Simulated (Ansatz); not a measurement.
Basis-set extrapolation for `FC[SiH3]` (PBE0-D4/def2-TZVP geometry, frozen core, Ansatz 0.2.0). Multiplicity 1, RHF reference.

|  | def2-TZVPP | def2-QZVPP |
| --- | --- | --- |
| HF | -429.201894 | -429.217464 |
| MP2 correlation | -0.553057 | -0.598189 |
| CCSD(T) correlation | -0.607526 | not run |

Energies in hartree. Use E(X) = E(∞) + A·exp(−7.88·√X) for Hartree–Fock and E(X) = E(∞) + B·X^(−2.97) for correlation, with X = 3 and 4, and add CCSD(T) minus MP2 of the smaller set to the MP2 limit.

Q: What is the CCSD(T) energy at the basis-set limit?

A: HF limit: -429.217464 + (-0.015570) × 0.13774 = -429.21961. MP2 limit: -0.598189 + (-0.045132) × 0.74074 = -0.63162. Higher-order term: -0.607526 − (-0.553057) = -0.05447. Total: -429.90570 hartree, 252.8 kJ/mol below CCSD(T)/def2-TZVPP.
